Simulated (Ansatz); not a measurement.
C4H9N can be A, `C=CN(C)C`, or B, `CN1CCC1`.

Program: Ansatz. Geometries: PBE0-D4/def2-TZVP. ΔE: electronic, gas phase. CBS: MP2 limit from def2 TZ/QZ plus the TZ coupled-cluster correction, frozen cores. Functionals use def2-TZVPP. B3LYP here is the variant with VWN-RPA as its local correlation; programs differ in this. One conformer a species, not always the lowest.

A:

```xyz
14

C    -0.0707   -1.8025    1.0296
C    -0.0759   -1.1338   -0.1289
N     0.2488    0.1840   -0.3352
C     0.5162    0.9976    0.8170
C    -0.3691    0.8560   -1.4491
H    -0.2804   -2.8627    1.0307
H     0.1530   -1.3363    1.9799
H    -0.3324   -1.6574   -1.0463
H     1.2880    0.5292    1.4318
H     0.8805    1.9741    0.4942
H    -0.3753    1.1481    1.4461
H    -0.4264    0.1761   -2.3009
H     0.2318    1.7196   -1.7439
H    -1.3880    1.2080   -1.2251
```

B:

```xyz
14

C    -1.554   -0.758    0.431
N    -0.407    0.096    0.531
C     0.924   -0.509    0.447
C     1.401    0.727   -0.327
C    -0.090    0.974   -0.598
H    -1.539   -1.389   -0.477
H    -1.605   -1.418    1.302
H    -2.467   -0.158    0.414
H     0.938   -1.413   -0.185
H     1.393   -0.742    1.407
H     1.834    1.484    0.326
H     2.050    0.565   -1.186
H    -0.401    0.546   -1.565
H    -0.477    1.994   -0.521
```

(1) Which is lower in electronic energy at CCSD(T)/CBS, and by how much? (Best estimate.)

(2) Give E(B) − E(A) in kJ/mol with MP2/def2-TZVPP, B3LYP-D4, B2PLYP, r2SCAN-D4, PBE-D4, B3LYP, HF/def2-TZVPP. (Best estimate.)

Largest T1 diagnostic: 0.011.

## Answers

(1) The calculation gave: A, by 27.7 kJ/mol.

(2) Ansatz gave: MP2/def2-TZVPP 22.6, B3LYP-D4 43.8, B2PLYP 37.4, r2SCAN-D4 35.5, PBE-D4 30.7, B3LYP 43.9, HF/def2-TZVPP 33.9. None reverses the order clearly.

In def2-TZVPP, CCSD(T) changes the Hartree–Fock value by −8.7 kJ/mol (the triples alone add +2.5 kJ/mol) and MP2 by −11.3 kJ/mol. From PBE to PBE0 (25 % exact exchange), in def2-TZVPP and without D4, E(B) − E(A) moves by −9.6 kJ/mol.
